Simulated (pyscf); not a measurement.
**Four-centre exchange: H₂B–OH + H₂C=CH₂ → H₂C=CH–BH–OH + H₂**

Gas phase, singlet surface, charge 0. Bonds broken: B1–H3, C6–H8. Bonds formed: B1–C6, H3–H8. Structures and frequencies: ωB97X-D3(BJ)/def2-SVP in PySCF.

Transition state (Å):

```xyz
11

B     -1.1093    -0.7045    -0.3388
O     -0.7198    -1.4226     0.8150
H     -0.4685    -1.2417    -1.3543
H     -2.2437    -0.6241    -0.7655
H     -1.2147    -1.1176     1.5819
C     -0.5334     0.9434    -0.3587
C      0.2429     1.3830     0.6381
H     -0.1307    -0.2428    -1.0641
H     -0.9853     1.6510    -1.0648
H      0.6973     0.6750     1.3407
H      0.4322     2.4497     0.8025
```

One imaginary mode, 1127i cm⁻¹; descent along it reached the two sides named.

```tsv
bond	change	reactant side (Å)	saddle	product side
B1–H3	breaks	1.209	1.315	3.4
C6–H8	breaks	1.096	1.438	3.0
B1–C6	forms	3.4	1.746	1.567
H3–H8	forms	2.7	1.094	0.760
```

Electronic energies relative to the separated reactants (kcal/mol):

```
level                   barrier  reaction energy  reverse barrier
----------------------  -------  ---------------  ---------------
ωB97X-D3(BJ)/def2-TZVP     38.1             -0.8             38.9
PBE/def2-TZVP              29.7             -1.4             31.1
r²SCAN/def2-TZVP           31.4             -2.0             33.4
B3LYP-D3(BJ)/def2-TZVP     38.2             -0.8             39.0
PBE0-D3(BJ)/def2-TZVP      31.5             -1.3             32.8
M06-2X/def2-TZVP           38.0             -1.0             39.0
ωB97M-D3(BJ)/def2-TZVP     38.1             -0.4             38.5
HF/def2-TZVP               61.6             +4.0             57.6
```

With ωB97M-D3(BJ)/def2-TZVP energies and thermal terms (ideal gas, 1 atm, RRHO with modes under 100 cm⁻¹ raised to 100, one conformer, R ln 2 for chiral ones without a mode under 150 cm⁻¹), in kcal/mol:

```csv
T (K),ΔH‡,ΔG‡,ΔH,ΔG
298,36.9,47.5,-3.4,-1.3
600,37.3,58.1,-2.0,+0.3
900,38.1,68.3,-0.9,+1.2
1200,38.9,78.3,-0.1,+1.7
```

At the saddle there is also a short B–H contact that neither side keeps. The same reactants have a lower exit, to H₃C–CH₂–BH–OH (barrier +11.3 kcal/mol at ωB97M-D3(BJ)/def2-TZVP, against +38.1 kcal/mol here). H₂C=CH–BH–OH lies 23.3 kcal/mol over its isomer H₃C–CH₂–B=O (electronic energy, ωB97M-D3(BJ)/def2-TZVP). One saddle was located; it need not be the lowest between these sides.
